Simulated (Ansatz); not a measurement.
**BH₂+ (triplet): the correlation ladder at scale of all distances = 0.885, aug-cc-pVTZ**

The task here is to estimate one member of a computed series from the others.

The runs use Ansatz 0.2.0, Gaussian basis; aug-cc-pVTZ, core rule «outside noble gas», up to 1 orbitals frozen.

To be run: UHF; CCSD(T) on ROHF; CCSD(T) on UHF; BCCD(T) on ROHF; CCSDT(Q) on ROHF; CCSDT(Q) on UHF; CASSCF and NEVPT2, 4 electrons in 6 orbitals; Full CI.

15 further runs of the same task are left out: 11 that didn't finish, 4 set aside as unsound or not needed.

**The geometry**

The geometry derives from a PBE0/def2-TZVP stationary point (not a proven minimum). All distances are scaled together.

3 atoms, charge 1, spin multiplicity 3.

Atoms are counted from 1 here; the program's logs count them from 0.

Bond lengths: B1–H2 1.142 Å, B1–H3 1.142 Å. Angles: H2–B1–H3 66.8°.

Geometry (Å):

| atom | x (Å) | y (Å) | z (Å) |
| --- | --- | --- | --- |
| B1 | 0.0000 | 0.0000 | -0.1499 |
| H2 | 0.0000 | 0.6288 | 0.8039 |
| H3 | 0.0000 | -0.6288 | 0.8039 |

The first run:

The input, in.yaml:

```yaml
crystal:
  periodic: [false, false, false]
  atoms:
    - {symbol: B, position_ang: [0.000000, 0.000000, -0.149897]}
    - {symbol: H, position_ang: [0.000000, 0.628842, 0.803887]}
    - {symbol: H, position_ang: [0.000000, -0.628842, 0.803887]}
basis:
  gaussian: {orbitals: aug-cc-pVTZ}
total_charge: 1
magnetization: {spin_polarized: true, initial_magnetization: 2}
hamiltonian: {xc: hf}
output: {orbitals: {seedname: orbitals}}
```

On the command line:

```bash
> ansatz run in.yaml --threads 1 --pin off --events-out ev --progress --plain --max-ram 2393MiB
```

Among the steps run: UHF; CCSD(T) on ROHF; CCSD(T) on UHF; BCCD(T) on ROHF; CCSDT(Q) on ROHF; CCSDT(Q) on UHF; CASSCF and NEVPT2, 4 electrons in 6 orbitals; Full CI.

One of the session's tables, all rows but one given; the rest of the session is left out.

```
        method  from FCI (meV)
          ROHF         +1958.2
           UHF         +1867.5
          RMP2          +404.8
          UMP2          +412.9
         RCCSD           +44.0
         UCCSD               ?
      RCCSD(T)            +8.8
      UCCSD(T)            +8.2
       BCCD(T)            +8.7
        RCCSDT            +0.2
        UCCSDT            -0.3
     RCCSDT(Q)            -0.1
     UCCSDT(Q)            -0.6
CASSCF valence         +1132.7
NEVPT2 valence          +264.3
           FCI               0
```

Q: Estimate the row for UCCSD from the others.

**Answer.** from FCI (meV): +41.7. In the column «from FCI (meV)» it lies between RCCSD(T) (+8.8) and RCCSD (+44.0).

To keep in mind: Levels on UHF freeze UHF's core orbitals, full CI those of ROHF, so the U rows can settle a little off it for that reason alone. Restricted and unrestricted rows rest on different reference determinants; where their highest levels disagree by more than a few hundredths of an eV, they describe different states and don't form one ladder.
